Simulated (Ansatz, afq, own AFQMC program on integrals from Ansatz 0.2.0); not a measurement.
Integrals from Ansatz 0.2.0, then the random walk in our own AFQMC program (afq).

```yaml
crystal:
  periodic: [false, false, false]
  atoms:
    - {symbol: Zr, position_ang: [-0.199622, 0.544821, -1.673814]}
    - {symbol: I, position_ang: [2.040990, 1.175013, -3.078798]}
    - {symbol: I, position_ang: [-2.451929, -0.533072, -2.749982]}
    - {symbol: O, position_ang: [-0.187949, 0.874566, 0.201414]}
    - {symbol: Si, position_ang: [-0.177127, 1.168646, 1.856413]}
    - {symbol: H, position_ang: [-1.557886, 1.521370, 2.292044]}
    - {symbol: H, position_ang: [0.754003, 2.297162, 2.139280]}
    - {symbol: H, position_ang: [0.282350, -0.063555, 2.557262]}
basis:
  gaussian: {orbitals: def2-SVP}
magnetization: {spin_polarized: true, initial_magnetization: 1}
correlation: {method: ccsd_t, electrons: outside_noble_gas, hamiltonian_folder: ham}
```

```sh
$ ansatz run in.yaml --threads 1 --pin off --events-out ev --progress --plain --max-ram 16896MiB --backend cuda --devices 0, --max-vram 18GiB
```

Options of the walk:

```
--method phaseless --trial cisd --walkers 900 --populations 20 --least-time 60 --time-step 0.005 --steps-per-block 50 --equilibration-blocks 40 --max-blocks 4000 --target-error 0.00034 --factor-cut 1e-05 --start spin_pure --seed 8573 --release-times 0.21,0.42,0.63,0.9 --release-step 0.03 --release-every 5 --taylor-order 6
```

Times are imaginary, in 1/Eh. The walk had a cap of 362 s. With eight or more populations the least sampling time is a fifth of least-time, and the error comes from their spread. Filled inner d shells are frozen with the cores. Core potentials past Kr, no spin–orbit coupling.

Output of the walk:

```
orbitals 102  electrons 16 15  factors 867 of 1443
reference energy -1005.47770704 Eh
CCSD correlation -0.58912545 Eh in 16 cycles, weight of the determinant in the CISD state 0.7596
energy of the start -1006.066622 Eh
 block  time / (1/Eh)  mean weight  energy / Eh
     1     0.250  0.9984  -1006.041120
     2     0.500  0.9997  -1006.048753
     3     0.750  1.0000  -1006.060050
     4     1.000  1.0000  -1006.068194
     5     1.250  0.9994  -1006.071859
     9     2.250  1.0001  -1006.079218
    21     5.250  0.9997  -1006.092369
    37     9.250  1.0005  -1006.090557
    53    13.250  1.0009  -1006.085640
    57    14.250  1.0000  -1006.093670
    65    16.250  1.0005  -1006.081393
    69    17.250  0.9998  -1006.090028
    85    21.250  0.9989  -1006.084973
   101    25.250  0.9999  -1006.086022
   117    29.250  1.0001  -1006.088230
   133    33.250  0.9994  -1006.093189
   149    37.250  0.9996  -1006.093615
   165    41.250  1.0004  -1006.083868
error from the spread of 20 populations
released: time / (1/Eh)  energy / Eh  error  mean overlap
  0.21  -1006.086728  0.000561  1.0017
  0.42  -1006.086920  0.000698  1.0064
  0.63  -1006.087294  0.000812  1.0041
  0.90  -1006.087901  0.001040  0.9983
energy -1006.087594 +/- 0.000502 Eh
(rows thinned)
```

The run passed its tests (sampling time, drift between the halves within three errors, error under three times the target), which doesn't prove that it has relaxed, ending at its cap on processor time. The second half of the sampling lies below the first by 1.8 errors of their difference, so the energy may still be moving and its error bar be too small.

Against this walk (error 13.7 meV) on the same determinant: CCSD(T) 69.9 meV higher. The error is statistical and leaves out the bias of the constraint. Released to 0.63 1/Eh the energy moves by 8 ± 26 meV (both errors), within twice the noise.

Cautions: constraint bias not in the error; error above the target (13.7 against 9.3 meV); no spin-orbit coupling; outer-core shells of the metal frozen; inner d shell frozen.

The walk took 6.1 min on 1 × NVIDIA H100 80GB HBM3 with 2 threads of AMD EPYC 7R13 Processor (Zen 3), with other jobs on the host (the card was shared). The log's last line is the phaseless energy.
